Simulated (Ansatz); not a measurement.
# C2H5OS: the cost of one run

Program: Ansatz 0.2.0. Level of theory: RKS PBE0-D4/def2-mTZVP. These are calculated values, not measurements.

### 1 The starting structure

Bond lengths: O1–C2 1.312 Å, C2–C3 1.344 Å, C3–S4 1.772 Å, O1–H5 0.968 Å, C2–H6 1.088 Å, C3–H7 1.077 Å, S4–H8 1.357 Å, S4–H9 1.357 Å. Angles: O1–C2–C3 120.7°, O1–C2–H6 119.2°, C3–C2–H6 120.1°, C2–O1–H5 114.2°, C2–C3–S4 119.8°, C2–C3–H7 122.3°, S4–C3–H7 117.9°, C3–S4–H8 98.9°, C3–S4–H9 98.8°, H8–S4–H9 92.1°.

As a file:

```xyz
9

O    -0.2276    1.6571   -1.3263
C    -0.5447    0.6982   -0.4886
C     0.4017   -0.1082    0.0217
S    -0.0534   -1.3949    1.1518
H    -0.9812    2.1801   -1.6344
H    -1.5863    0.5616   -0.2076
H     1.4431   -0.0039   -0.2312
H     0.8863   -1.1780    2.1066
H     0.6622   -2.4121    0.6080
```

### 2 End point A

input.yaml reads:

```yaml
crystal:
  periodic: [false, false, false]
  atoms:
    - { symbol: O, position_ang: [-0.22761, 1.6571, -1.32635] }
    - { symbol: C, position_ang: [-0.54468, 0.69822, -0.4886] }
    - { symbol: C, position_ang: [0.40167, -0.1082, 0.02166] }
    - { symbol: S, position_ang: [-0.0534, -1.39489, 1.15183] }
    - { symbol: H, position_ang: [-0.98122, 2.18006, -1.63438] }
    - { symbol: H, position_ang: [-1.58635, 0.56164, -0.20761] }
    - { symbol: H, position_ang: [1.44308, -0.00389, -0.23119] }
    - { symbol: H, position_ang: [0.88634, -1.17795, 2.10658] }
    - { symbol: H, position_ang: [0.66216, -2.41209, 0.60805] }
total_charge: 1
basis:
  gaussian: { orbitals: def2-mTZVP }
hamiltonian:
  xc: pbe0
  dispersion: d4
relax:
  f_tol: 0.015
  max_steps: 40
```

Run with:

```sh
ansatz run input.yaml --threads 2 --pin off --max-ram 3072MiB --backend cpu --events-out ev --progress --plain --runs-dir out
```

What time and memory should one allow on 2 threads of Arm Neoverse V1, shared host?

About 12 s, with a peak of 0.19 GiB.
